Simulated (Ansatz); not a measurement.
Input file:

```yaml
crystal:
  periodic: [false, false, false]
  atoms:
    - {symbol: Si, position_ang: [-0.018261, 0.000000, 0.580059]}
    - {symbol: B, position_ang: [0.127982, -0.000001, -1.510314]}
    - {symbol: H, position_ang: [0.661937, -1.230696, 1.055108]}
    - {symbol: H, position_ang: [0.661938, 1.230696, 1.055107]}
    - {symbol: H, position_ang: [-1.445963, 0.000001, 0.989065]}
    - {symbol: H, position_ang: [-0.370895, -1.096559, -1.531404]}
    - {symbol: H, position_ang: [-0.370894, 1.096559, -1.531405]}
basis:
  gaussian: {orbitals: cc-pVDZ}
correlation: {method: fic_mrcisd_q, electrons: outside_noble_gas, active_space: {window: {electrons: 8, orbitals: 8}}}
```

```sh
$ ansatz run in.yaml --threads 1 --pin off --events-out ev --progress --plain --max-ram 2393MiB
```

Output:

```
528 factors; integrals over basis functions are off by at most 1.2e-3 eV
mean field evaluation 1: about -8608.5157 eV, gradient 1.3e1 eV
mean field evaluation 2: about -8608.5170 eV, gradient 1.3e1 eV
mean field evaluation 4: about -8609.6099 eV, gradient 8.6e-1 eV
mean field evaluation 8: about -8609.6204 eV, gradient 4.6e-3 eV
mean field -8609.62040145 eV, -316.3977139430 hartree, gradient 2.0e-6 eV, S^2 0.000000; 0 other end points of the search recorded, 0 dependent functions left out; unrestricted orbitals would lower it
reference -8609.62040145 eV, -316.3977139430 hartree; 12, 12 occupied and 45, 45 virtual orbitals, 528 factors
state -8611.37244355 eV, -316.4621003025 hartree
contracted CI cycle   1: correlation 0.00000000 eV, 0.0000000000 hartree, residual 1.67e1 eV
contracted CI cycle   2: correlation -4.38879877 eV, -0.1612853801 hartree, residual 3.18e0 eV
contracted CI cycle   3: correlation -4.56292418 eV, -0.1676843708 hartree, residual 8.73e-1 eV
contracted CI cycle   4: correlation -4.57683695 eV, -0.1681956554 hartree, residual 2.71e-1 eV
contracted CI cycle   5: correlation -4.57827394 eV, -0.1682484641 hartree, residual 1.04e-1 eV
contracted CI cycle   6: correlation -4.57851813 eV, -0.1682574378 hartree, residual 4.99e-2 eV
...
state -8611.37244355 eV, -316.4621003025 hartree; corrected -8616.35898531 eV, -316.6453523324 hartree
state -8611.22149634 eV, -316.4565530949 hartree
...
state -8611.22149634 eV, -316.4565530949 hartree; corrected -8616.35315162 eV, -316.6451379480 hartree
state -8611.37244355 eV, -316.4621003025 hartree; corrected -8616.35898531 eV, -316.6453523324 hartree
state -8611.20907507 eV, -316.4560966216 hartree
...
state -8611.20907507 eV, -316.4560966216 hartree; corrected -8616.35995762 eV, -316.6453880638 hartree
state -8611.20907507 eV, -316.4560966216 hartree; corrected -8616.35995762 eV, -316.6453880638 hartree
state -8611.16718261 eV, -316.4545571021 hartree
...
state -8611.16718261 eV, -316.4545571021 hartree; corrected -8616.35484556 eV, -316.6452001991 hartree
state -8611.20907507 eV, -316.4560966216 hartree; corrected -8616.35995762 eV, -316.6453880638 hartree
state -8611.12990469 eV, -316.4531871640 hartree
...
contracted CI cycle   2: correlation -4.56976921 eV, -0.1679359209 hartree, residual 3.36e0 eV
contracted CI cycle   3: correlation -4.75872236 eV, -0.1748798213 hartree, residual 8.51e-1 eV
contracted CI cycle   4: correlation -4.77213163 eV, -0.1753726029 hartree, residual 2.79e-1 eV
contracted CI cycle   5: correlation -4.77394471 eV, -0.1754392321 hartree, residual 1.46e-1 eV
contracted CI cycle   6: correlation -4.77446154 eV, -0.1754582253 hartree, residual 8.72e-2 eV
contracted CI cycle   7: correlation -4.77461170 eV, -0.1754637436 hartree, residual 3.84e-2 eV
contracted CI cycle   8: correlation -4.77463960 eV, -0.1754647689 hartree, residual 1.57e-2 eV
contracted CI cycle   9: correlation -4.77464409 eV, -0.1754649341 hartree, residual 6.39e-3 eV
contracted CI cycle  10: correlation -4.77464482 eV, -0.1754649609 hartree, residual 2.41e-3 eV
contracted CI cycle  11: correlation -4.77464494 eV, -0.1754649652 hartree, residual 9.72e-4 eV
state -8611.12990469 eV, -316.4531871640 hartree; corrected -8616.34514393 eV, -316.6448436711 hartree
state -8611.20907507 eV, -316.4560966216 hartree; corrected -8616.35995762 eV, -316.6453880638 hartree
WARN: the results are in doubt because another end's mean lies 0.163 eV lower, and its corrected mean 0.001 eV higher
Total energy: -8616.35995762 eV, -316.6453880638 hartree
In doubt: another end's mean lies 0.163 eV lower, and its corrected mean 0.001 eV higher
```

Natural occupations: 1.9843 1.9790 1.9754 1.9687 0.0284 0.0256 0.0225 0.0161.

Ran on 1 thread of Arm Neoverse V1, shared host: 44 s wall, 0.35 GiB peak host memory.
